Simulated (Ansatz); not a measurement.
A nudged elastic band was laid between two geometries of FH₂OSi (5 atoms, charge 0, multiplicity 2).

The calculation used UKS r2SCANh-D4/def2-SVP in Ansatz 0.2.0.

```json
{
 "movable images": "7",
 "climbing image": "yes",
 "spring": "5.0 eV/Å²",
 "optimiser": "quadratic models (default)",
 "start path": "through a guess of the saddle point",
 "force threshold": "0.05 eV/Å",
 "iteration limit": "60",
 "end points": "relaxed"
}
```

Image 0:

```xyz
5
Properties=species:S:1:pos:R:3
O -0.622 -0.897 -0.277
Si 0.292 0.242 0.497
F 0.201 1.664 -0.291
H -1.572 -0.761 -0.338
H 1.700 -0.247 0.410
```

Image 8:

```xyz
5
Properties=species:S:1:pos:R:3
O -0.730 -0.852 0.082
Si 0.531 0.147 -0.296
F 0.120 1.697 -0.016
H -1.547 -0.774 -0.419
H 1.626 -0.218 0.649
```

Task: What changes between the two ends?

Result: No bond is made or broken. The height of Si2 over the plane of its neighbours goes from 0.57 to -0.57 Å. The two ends are copies of one structure, up to a mirror image or an exchange of like atoms.

Task: What energy profile does the band end with?

Result: The forces met the threshold. The highest image is number 4 of 0 to 8, 118.0 kJ/mol above the ends, which have the same energy within 2 meV. A vibrational analysis at the climbing image gives one clearly imaginary mode, 1258i cm⁻¹: a first-order saddle point.

```
image  path coordinate (Å)  energy (kJ/mol)  height of Si2 over the plane of its neighbours (Å)
    0                 0.00              0.0                                                0.57
    1                 0.36              3.0                                                0.57
    2                 0.71              7.0                                                0.55
    3                 1.07             23.1                                                0.39
    4                 1.43            118.0                                               -0.01
    5                 1.66             51.3                                               -0.28
    6                 1.90              8.6                                               -0.49
    7                 2.14              1.4                                               -0.56
    8                 2.37              0.0                                               -0.57
```

Task: What is the geometry of the highest image?

Result: 
```xyz
5
Properties=species:S:1:pos:R:3
O -0.987 -0.699 0.211
Si 0.394 0.203 0.164
F 0.199 1.786 -0.143
H -1.347 -0.992 -0.631
H 1.741 -0.297 0.399
```

Task: What are the harmonic wavenumbers there?

Result: 1258i, 292, 318, 760, 806, 867, 988, 2414, 3890 cm⁻¹.

Run time: 16 min on 1 thread of Arm Neoverse V1, on a shared host, peak memory 0.16 GiB.
